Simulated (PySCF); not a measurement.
Molecule: `CC(C)C(=O)O`, C$_{4}$H$_{8}$O$_{2}$.

Geometry:
```
atom   x (Å)   y (Å)   z (Å)
  C1  -0.528   1.452   0.249
  C2  -0.259   0.121  -0.430
  C3  -0.882  -1.061   0.315
  C4   1.227  -0.091  -0.621
  O5   2.097   0.646  -0.239
  O6   1.492  -1.226  -1.287
  H7  -1.610   1.641   0.309
  H8  -0.118   1.458   1.270
  H9  -0.058   2.282  -0.296
 H10  -0.684   0.132  -1.451
 H11  -0.707  -2.007  -0.215
 H12  -1.968  -0.915   0.416
 H13  -0.460  -1.150   1.329
 H14   2.458  -1.282  -1.354
```

Geometry PBE0-D3(BJ)/def2-SVP throughout; GIAO in PySCF 2.14.0 with density-fitted response routines, gas phase, one conformer, non-relativistic; equivalent atoms averaged; functional PBE0.

For orientation, aug-cc-pVDZ gives these absolute shieldings σ: C4 21.1, C2 159.6, C1/C3 176.2, O5 -56.1, O6 146.1, H14 25.84, H10 28.86, H7/H8/H9/H11/H12/H13 30.17 ppm.

A run gave: C4 27.7, C2 165.7, C1/C3 179.5, O5 -91.1, O6 133.8, H14 27.43, H10 29.96, H7/H8/H9/H11/H12/H13 31.27 ppm (absolute shieldings σ).

Which basis set was used in that run?
A. 6-31G*
B. 6-31G
C. pcSseg-0
D. def2-SVP
E. STO-3G

Answers

B. O5 tells them apart best: 6-31G gives -91.1, 6-31G* gives -54.0, STO-3G gives -55.8, def2-SVP gives -63.0, pcSseg-0 gives -138.1 ppm.
